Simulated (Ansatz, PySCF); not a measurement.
Pair of molecules: CH4 (SMILES C) (first 5 atoms) with H2O (SMILES O); geometry from A24 set.
(charge 0, multiplicity 1):
```
atom    x (Å)    y (Å)    z (Å)
----  -------  -------  -------
C      0.0007   0.0000  -1.9999
H     -0.5074   0.8876  -2.3729
H      1.0305   0.0000  -2.3528
H     -0.0131   0.0000  -0.9119
H     -0.5074  -0.8876  -2.3729
O     -0.0047   0.0000   1.7160
H      0.0321   0.7576   2.3017
H      0.0321  -0.7576   2.3017
```

Interaction energies are E(AB) − E(A) − E(B) at the monomers' geometry in the complex; basis-set methods are counterpoise corrected. Rows marked so take none.

Rows in 6-31G* carry no dispersion term and start afresh at each structure (6-31G* with six Cartesian d functions).

Codes used: Ansatz (Gaussian basis) for Hartree–Fock, density functionals and correlated methods; PySCF for 6-31G* rows. 

**Question.** One of these levels gives 0.02 kcal/mol for the interaction energy. Which?
A. revPBE/def2-TZVPPD
B. BP86/6-31G* (no counterpoise)
C. B3LYP/6-31G*
D. SVWN5/def2-TZVPPD

**Answer.** A, revPBE/def2-TZVPPD. The others give -1.27 (SVWN5/def2-TZVPPD), -0.78 (BP86/6-31G* (no counterpoise)), -0.35 (B3LYP/6-31G*)

Ansatz is an electronic-structure program.
